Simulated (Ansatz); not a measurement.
Input file:

```yaml
crystal:
  periodic: [false, false, false]
  atoms:
    - {symbol: Br, position_ang: [-0.448847, 0.000000, 0.000000]}
    - {symbol: H, position_ang: [1.074153, 0.000000, 0.000000]}
    - {symbol: C, position_ang: [2.420153, 0.000000, 0.000000]}
    - {symbol: H, position_ang: [2.834621, 0.000000, 0.996161]}
    - {symbol: H, position_ang: [2.834621, 0.000000, -0.996161]}
basis:
  gaussian: {orbitals: cc-pVDZ}
magnetization: {spin_polarized: true, initial_magnetization: 2}
hamiltonian: {xc: {name: B3LYP}}
```

```sh
$ ansatz run in.yaml --threads 1 --pin off --events-out ev --progress --plain --max-ram 2393MiB
```

Log:

```
576 factors; integrals over basis functions are off by at most 1.3e-3 eV
mean field evaluation 1: about -71125.4400 eV, gradient 2.2e1 eV
mean field evaluation 2: about -71123.8885 eV, gradient 2.7e1 eV
mean field evaluation 4: about -71128.4989 eV, gradient 1.3e0 eV
mean field evaluation 8: about -71128.5637 eV, gradient 2.9e-2 eV
mean field evaluation 16: about -71128.5637 eV, gradient 8.5e-6 eV
mean field -71128.56370962 eV, -2613.9265036566 hartree, gradient 8.5e-6 eV, S^2 2.009754; 0 other end points of the search recorded, 0 dependent functions left out
reference -71128.56389481 eV, -2613.9265104622 hartree; 23, 21 occupied and 33, 35 virtual orbitals, 576 factors
Total energy: -71128.56389481 eV, -2613.9265104622 hartree
```

Ran on 1 thread of AMD EPYC 9R45, shared host: 0.81 s wall, 0.18 GiB peak host memory.
